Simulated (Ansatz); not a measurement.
## Relaxing Li

All numbers below come from Ansatz, DFT r2SCAN, scalar-relativistic, plane waves, PAW. Cutoff 500 eV, Γ-centred k mesh, Gaussian smearing, no spin polarisation in the final step.

Li was placed on the simple hexagonal structure type (P6/mmm, No. 191), at a guessed volume.

```
Li
1.0
     2.94647    0.00000    0.00000
    -1.47323    2.55172    0.00000
     0.00000    0.00000    2.75311
Li
1
Direct
  0.00000 0.00000 0.00000
```

Cell and atoms relax at zero pressure; the relaxation can't lower the symmetry of the start.

Energies count from the standard state of Li at the same level.

Q: Describe the relaxed structure.

A: It keeps P6/mmm (No. 191). The result has the simple hexagonal structure. Conventional cell: a = 2.971 Å, c = 2.747 Å. Li has 2 Li at 2.75 Å and 6 Li at 2.97 Å.

```xyz
1
Lattice="2.9709 0.0000 0.0000 -1.4855 2.5729 0.0000 0.0000 0.0000 2.7470" Properties=species:S:1:pos:R:3 pbc="T T T"
Li    0.0000    0.0000    0.0000
```

Q: What are its volume, energy, density and gap?

A: The volume per atom is 21.00 Å³. The density is 0.55 g/cm³. The energy over the standard structure is 0.07 eV/atom and the gap on the 21×21×20 mesh is 0 eV (a metal).

The final run used a 21×21×20 mesh on its 1-atom cell and 0.10 eV smearing. The k mesh leaves about 4 meV/atom of noise in metals. A structure relaxed within its symmetry needn't be a true minimum.